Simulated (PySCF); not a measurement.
Gas-phase reaction: SiH + SiHCl ⇌ SiCl + SiH2

Method: PySCF energies (xtb for GFN2) plus ideal-gas RRHO corrections (1 bar). † marks an energy on the PBE0/def2-TZVP geometry and frequencies; other levels use their own. CCSD(T) freezes the core. 6-31G* has spherical d functions here. Open shells (unrestricted): SiH (multiplicity 2, electronic degeneracy 4), SiCl (multiplicity 2, electronic degeneracy 4); the rest are closed-shell singlets. GFN2 has no spin-polarisation term. Spin-orbit splitting is ignored; it lowers the true energy and changes the entropy of SiH, SiCl. B3LYP is the form with VWN-RPA correlation. SiHCl: computed as isolated molecules; such fragments, hydroxides, amides, oligomers or adducts are transient or little studied in the gas. CCSD(T) isn't extrapolated to the basis-set limit; its ΔH°(298 K) is -10.7 kJ in def2-SVP and -11.0 kJ in def2-TZVPP. The harmonic model lacks anharmonicity and excited electronic states, which grow with temperature; levels with a mode under 35 cm⁻¹ are left out. Warning, large T1 diagnostic: SiH (CCSD(T)/def2-TZVPP†).

```csv
level,"ΔE electronic, kJ","ΔH°(298 K), kJ","ΔS°(298 K), J/K","ΔG°(1200 K), kJ"
B3LYP/6-31G*,-16,-14,-4,-9
CCSD(T)/def2-TZVPP†,-12,-11,-4,-6
GFN2-xTB,-30,-27,-3,-23
PBE/def2-SVP,-17,-15,-4,-10
PBE/def2-TZVP†,-17,-15,-4,-10
PBE0/def2-QZVP†,-15,-14,-4,-8
PBE0/def2-SVP†,-15,-14,-4,-9
r2SCAN/def2-TZVP†,-15,-14,-4,-9
```
ΔH° is lowest at GFN2-xTB and highest at CCSD(T)/def2-TZVPP†. No reference value is set beside these.
